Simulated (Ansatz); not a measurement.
Density of states of TiO (P6_3/mmc, a = 2.826 Å, b = 2.826 Å, c = 5.541 Å, α = 90.00°, β = 90.00°, γ = 120.00°), in states per eV and primitive cell, averaged over bins of 0.5 eV. Computed with Ansatz 0.2.0, DFT r2SCAN, scalar-relativistic, plane waves, PAW.

Plane waves to 500 eV, a k mesh through Γ of 18×18×8 on the computed 4-atom cell and Gaussian smearing (0.10 eV); no spin polarisation.

The cell is relaxed at this level. The states (both spins) are summed by tetrahedra on a 27×27×12 mesh at the self-consistent density. Energies are bin centres; the table starts no lower than −8 eV and ends at 6 eV, or lower where the solved bands end.

It is a metal at this level.

| E − E_F (eV) | total | Ti 3d | O 2p | Ti 4s | O 2s |
| --- | --- | --- | --- | --- | --- |
| -7.80 | 2.74 | 0.48 | 2.10 | 0.08 | 0.02 |
| -7.30 | 3.21 | 0.54 | 2.54 | 0.05 | 0.01 |
| -6.80 | 3.73 | 0.55 | 3.08 | 0.02 | 0.01 |
| -6.30 | 5.00 | 0.60 | 4.32 | 0.01 | 0.00 |
| -5.80 | 1.12 | 0.10 | 1.00 | 0.00 | 0.00 |
| -5.30 | 0.00 | 0.00 | 0.00 | 0.00 | 0.00 |
| -4.80 | 0.00 | 0.00 | 0.00 | 0.00 | 0.00 |
| -4.30 | 0.00 | 0.00 | 0.00 | 0.00 | 0.00 |
| -3.80 | 0.00 | 0.00 | 0.00 | 0.00 | 0.00 |
| -3.30 | 0.00 | 0.00 | 0.00 | 0.00 | 0.00 |
| -2.80 | 0.12 | 0.11 | 0.00 | 0.00 | 0.00 |
| -2.30 | 0.67 | 0.60 | 0.03 | 0.01 | 0.01 |
| -1.80 | 1.54 | 1.36 | 0.08 | 0.05 | 0.01 |
| -1.30 | 1.83 | 1.59 | 0.13 | 0.06 | 0.00 |
| -0.80 | 2.15 | 1.86 | 0.16 | 0.08 | 0.00 |
| -0.30 | 1.68 | 1.45 | 0.13 | 0.04 | 0.00 |
| 0.20 | 0.20 | 0.20 | 0.00 | 0.00 | 0.00 |
| 0.70 | 1.19 | 1.07 | 0.10 | 0.01 | 0.01 |
| 1.20 | 3.63 | 3.21 | 0.30 | 0.03 | 0.06 |
| 1.70 | 6.44 | 5.87 | 0.29 | 0.04 | 0.17 |
| 2.20 | 8.33 | 7.29 | 0.53 | 0.07 | 0.33 |
| 2.70 | 4.48 | 3.77 | 0.50 | 0.06 | 0.08 |

The columns after the total are the main Löwdin projections on the occupied valence shells of the potentials; 2 others are left out. The rest of the total lies in those, in shells that are empty in the free atom, which aren't projected, and between the atoms.

A ferromagnetic start lost its moments in a first run, so spin was left out; other magnetic orders weren't tried.

This form isn't the usual stable structure of the compound.